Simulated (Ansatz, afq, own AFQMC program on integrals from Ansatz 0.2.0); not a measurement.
**WSiH$_{2}$, nonet: AFQMC among the cluster methods**

```xyz
4

W     0.0000    0.0000    0.3619
Si    0.0000    0.0000   -2.1531
H     0.0000   -1.2230   -3.0031
H     0.0000    1.2230   -3.0031
```

Connectivity, by distances: W–SiH2.

Basis def2-SVP with its core potentials. Only valence electrons are correlated. Integrals, coupled cluster, full CI and functionals: Ansatz 0.2.0; the random walks run on the same integrals in our own AFQMC program. ph-AFQMC/CISD is guided by a CISD state made of CCSD amplitudes; releasing the constraint for a short imaginary time cuts its bias at the price of noise, slowly where states lie close. Error bars are statistical, one sigma. No spin–orbit coupling. The metal's outer-core s and p shells are frozen, which shifts wave-function levels against functionals.

Determinant: UHF, the one that the program's search chose, which needn't be the lowest solution. The geometry is a PBE0/def2-TZVP stationary point of this or a neighbouring charge and spin state.

No full CI on the walks' own integrals is used here; CCSDT(Q) serves as the reference and is uncertain by about the last step of the cluster series.

Cautions: no spin-orbit coupling; outer-core shells of the metal frozen; another spin lies lower (by 3.29 eV).

```
T1 diagnostic                               : 0.0164
weight of the determinant in the CISD state : 0.901
⟨S²⟩ of the determinant                     : 20.008
size of the correlated space                : 12 electrons in 51 orbitals
```

Reference: CCSDT(Q), correlation energy -4.599 eV. The released energy is read at 4.20 1/Eh (meV from the phaseless value at times in 1/Eh: -8.1 ± 1.5 at 0.60, -9.9 ± 1.7 at 1.20, -10.0 ± 2.2 at 2.00, -12 ± 3 at 3.00, -10 ± 3 at 4.20).

```
         level  E − E(reference) (kJ/mol)  share of correlation (%)
            HF                      443.8                      0.00
           MP2                       87.1                     80.37
          CCSD                       12.2                     97.26
       CCSD(T)                        2.6                     99.42
         CCSDT                        0.3                     99.93
 ph-AFQMC/CISD                  1.3 ± 0.2                     99.70
released AFQMC                  0.3 ± 0.3                     99.93
```

A walk keeps the symmetry of its determinant, which the program's search chose and which needn't be the lowest solution, so a lower state of the same spin and another symmetry isn't excluded. Released energies are given only where the last usable release times agree within the noise; a slower fall can still hide under it.
